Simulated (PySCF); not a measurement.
**A small calculation by hand: entropy of an ideal gas**

CHCl3, SMILES ClC(Cl)Cl.

Geometry optimised at PBE-D3(BJ)/def2-SVP.

PySCF with PBE-D3(BJ)/def2-SVP gives the harmonic wavenumbers 249, 249, 357, 657, 720, 720, 1171, 1171, 3090 cm⁻¹ and the rotational temperatures 0.1521, 0.1521, 0.0788 K. The molar mass is 119.37 g/mol, the symmetry number 3, the spin multiplicity 1.

Q: Work out the entropy at 298.15 K and 1 atm in the rigid-rotor, harmonic-oscillator model.

A: 
Translation (Sackur–Tetrode at 1 atm): S = R[1.5 ln M + 2.5 ln T − 1.16487] = 168.4 J/(mol K).
Rotation: q = (√π/σ) T^1.5/√(θA θB θC) = 71200, S = R[ln q + 3/2] = 105.4 J/(mol K).
Vibration: with u = 1.4388 ν/T, each mode gives R[u/(e^u − 1) − ln(1 − e^−u)]:
| ν (cm⁻¹) | modes | u | S (J/(mol K)) |
|---|---|---|---|
| 249 | 2 | 1.20 | 14.54 |
| 357 | 1 | 1.72 | 4.75 |
| 657 | 1 | 3.17 | 1.51 |
| 720 | 2 | 3.47 | 2.37 |
| 1171 | 2 | 5.65 | 0.39 |
The stiffer modes add less than 0.005 each. Sum 23.6 J/(mol K).
Spin: R ln 1 = 0.0 J/(mol K).
Total 297.3 J/(mol K); the program's own thermochemistry gives 297.3. Translation makes up 57 % and vibration 8 %. Anharmonicity, hindered rotation and orbital degeneracy are left out.
